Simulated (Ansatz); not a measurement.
Diamond-structure Ge

Level of theory: PBEsol (PAW; Ansatz, a quantum-chemistry and plane-wave program).

Run with plane-wave cutoff 500 eV, 18×18×1 k mesh (along the axes of the cell as run), Fermi–Dirac smearing 0.05 eV, scalar-relativistic PAW data made under PBE.

Cell: relaxed at this level.

- surface energy of the (111) face: 2.08 J/m²
- work function of the (111) face: 5.15 eV

The slab of 12 atoms is relaxed and unreconstructed.

The computed numbers hold no vibrational or temperature effects.
